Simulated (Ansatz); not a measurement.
hcp Tc, treated with BLYP (Ansatz, an electronic-structure program, PAW).

Run with plane-wave cutoff 520 eV, 24×24×12 k mesh (along the axes of the cell as run), Fermi–Dirac smearing 0.05 eV, no spin polarisation, scalar-relativistic PAW data made under PBE.

Shape and atoms are relaxed at each volume.

Pressure at four volumes; x = ln(V/15.064 Å³). One pressure is withheld.

| V (Å³/atom) | x | P (GPa) |
|---|---|---|
| 14.461 | -0.0409 | ? |
| 14.762 | -0.0203 | 5.60 |
| 15.064 | 0.0000 | 0.00 |
| 15.666 | 0.0392 | -9.47 |

Problem. Pass a parabola P(x) through the three rows shown, estimate the bulk modulus and its pressure derivative near zero pressure, and predict the withheld pressure.

Solution. Slopes between the rows: (0.00 − (5.60))/(0.0000 − (-0.0203)) = -275.86 and (-9.47 − (0.00))/(0.0392 − (0.0000)) = -241.58 GPa. Their difference over the span 0.0595 is c = 34.28/0.0595 = 576.1 GPa, so P(x) = 5.60 + (-275.86)(x − (-0.0203)) + 576.1 (x − (-0.0203))(x − (0.0000)). At the middle row B = −dP/dx = −[-275.86 + 576.1 × 0.0203] = 264.2 GPa, and B′ = dB/dP = 2c/B = 4.4. At x = -0.0409 the parabola gives 11.77 GPa; the run gives 11.86 GPa. The Birch–Murnaghan fit to the energies at all volumes has B0 = 264 GPa and B′ = 4.6.

Measured, for comparison: bulk modulus 303 GPa (zero-point energy and finite temperature contributions removed; as tabulated in doi:10.1021/acs.jctc.3c00612). Computed (rounded) less measured: bulk modulus -13 %.

Note: the bulk modulus comes from volumes at which shape and atoms were relaxed.
